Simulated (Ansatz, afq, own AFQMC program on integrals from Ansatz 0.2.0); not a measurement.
# Atomization energy of CH4Si, singlet, worked out

```xyz
6

Si    0.0000    0.0000    0.5299
C     0.0000    0.0000   -1.1689
H     0.0000    1.2445    1.3276
H     0.0000   -1.2445    1.3276
H     0.0000    0.9175   -1.7458
H     0.0000   -0.9175   -1.7458
```

Connectivity, by distances: SiH2–CH2.

Basis cc-pVDZ. Noble-gas cores (and the filled d shells of Ga–Kr and In–Xe) are frozen. Integrals, coupled cluster, full CI and functionals: Ansatz 0.2.0; the random walks run on the same integrals in our own AFQMC program. The CISD trial takes its coefficients from CCSD amplitudes. Released means that phaseless walkers are propagated on without the constraint, phases kept. Uncertainties: one standard error, sampling alone.

Total energies in eV. CBS is CCSD(T) at the limit of def2-TZVPP/QZVPP (extrapolated itself); the highest rung of each member is named.

Cautions: CH₄Si (singlet): restricted determinant unstable towards unrestricted (UHF 55 meV lower, ⟨S²⟩ 0.28).

```json
{"member": "Si (triplet)", "count": "+1", "CCSD(T)/cc-pVDZ": "-7861.7800", "highest rung in cc-pVDZ": "-7861.7922", "which": "FCI", "CCSD(T)/CBS": "-7862.5000"}
{"member": "C (triplet)", "count": "+1", "CCSD(T)/cc-pVDZ": "-1027.5122", "highest rung in cc-pVDZ": "-1027.5214", "which": "FCI", "CCSD(T)/CBS": "-1028.3149"}
{"member": "H (doublet)", "count": "+4", "CCSD(T)/cc-pVDZ": "-13.5861", "highest rung in cc-pVDZ": "-13.5861", "which": "FCI", "CCSD(T)/CBS": "-13.6059"}
{"member": "CH₄Si, singlet", "count": "-1", "CCSD(T)/cc-pVDZ": "-8961.9504", "highest rung in cc-pVDZ": "-8961.9970", "which": "CCSDT(Q)", "CCSD(T)/CBS": "-8965.2459"}
```

Work out the best estimate of the atomization energy: the CCSD(T)/CBS difference plus the step from CCSD(T) to the highest rung.

Sums with the counts: CCSD(T)/CBS 20.0074 eV, highest rung 18.3390 eV, CCSD(T)/cc-pVDZ 18.3138 eV. The step is 18.3390 − 18.3138 = 0.0252 eV, so the best estimate is 20.0074 + (0.0252) = 20.0326 eV = 1932.9 kJ/mol. The basis set is worth 1.694 eV of it. Zero-point, core-correlation and spin–orbit terms aren't in it. Past Ne the Hartree–Fock part of each CBS total tends to overshoot, since the cores don't follow the formula; that largely cancels in the difference.

Best estimates are given only where the step beyond CCSD(T) is under 0.3 eV and no member's determinant is very poor (T1 over 0.05, or 0.07 for open shells, ⟨S²⟩ too high by 0.3, two states mixed), so the hardest cases are missing from such tables.

CCSDT and higher add their correlation energy to the determinant of the CCSD(T) run, since their own runs factorise the integrals more tightly (a shift of under 2 meV). Each member of a difference takes its own highest rung, so a best estimate needn't equal the limit plus the step of one row.
